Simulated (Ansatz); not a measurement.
CH6AlB can be A, `B[CH2][AlH2]`, or B, `[BH2][AlH][CH3]`.

Calculated with Ansatz (gas phase, PBE0-D4/def2-TZVP geometries, no zero-point term in ΔE). CBS: MP2 limit from def2 TZ/QZ plus the TZ coupled-cluster correction, frozen cores. Functionals use def2-TZVPP. B3LYP here is the variant with VWN-RPA as its local correlation; programs differ in this.

A:

```xyz
9

B     1.113    0.787    0.311
C    -0.358    0.726   -0.021
Al   -0.700   -1.215   -0.253
H     1.490    0.683    1.445
H     1.937    0.843   -0.560
H    -0.661    1.122   -0.996
H    -1.057    0.980    0.782
H    -1.185   -2.070    0.988
H    -0.578   -1.856   -1.696
```

B:

Z-matrix (Å, degrees):
```
C
Al 1 1.960
H 1 1.092 2 114.1
H 1 1.096 2 109.7 3 120.9
H 1 1.095 2 110.6 3 -122.2
B 2 2.119 1 123.3 3 -6.9
H 2 1.599 1 117.7 3 173.7
H 6 1.201 2 123.2 1 90.5
H 6 1.201 2 123.0 1 -89.9
```

Problem. Which is lower in electronic energy at CCSD(T)/CBS, and by how much? (Best estimate.)

Solution. Ansatz gave: A, by 72.3 kJ/mol.

Problem. Give E(B) − E(A) in kJ/mol with B3LYP-D4, PBE0-D4, BLYP-D4, B2PLYP, CCSD(T)/def2-SVP, B3LYP, CCSD/def2-TZVPP. (Best estimate.)

Solution. Ansatz gave: B3LYP-D4 73.0, PBE0-D4 72.0, BLYP-D4 72.9, B2PLYP 73.9, CCSD(T)/def2-SVP 75.1, B3LYP 70.4, CCSD/def2-TZVPP 69.5. None reverses the order clearly.

Problem. Does the order hold for the free energy at 298.15 K (harmonic terms from PBE0-D4)? (An estimate is asked.)

Solution. Ansatz gave: Yes: G(B) − G(A) = +72.5 kJ/mol. Modes under 60 cm⁻¹, often nearly free rotors, make the harmonic entropy too high.

Largest T1 diagnostic: 0.012.

In def2-TZVPP, CCSD(T) changes the Hartree–Fock value by +7.5 kJ/mol (the triples alone add +2.5 kJ/mol) and MP2 by +15.9 kJ/mol. Leaving LDA and LC-ωPBE aside and taking each functional with its dispersion term where it has one, the values, not all of them listed here, spread over 12.1 kJ/mol, from ωB97X-V to B97M-V. LDA lies +11.3 kJ/mol from PBE without D4.
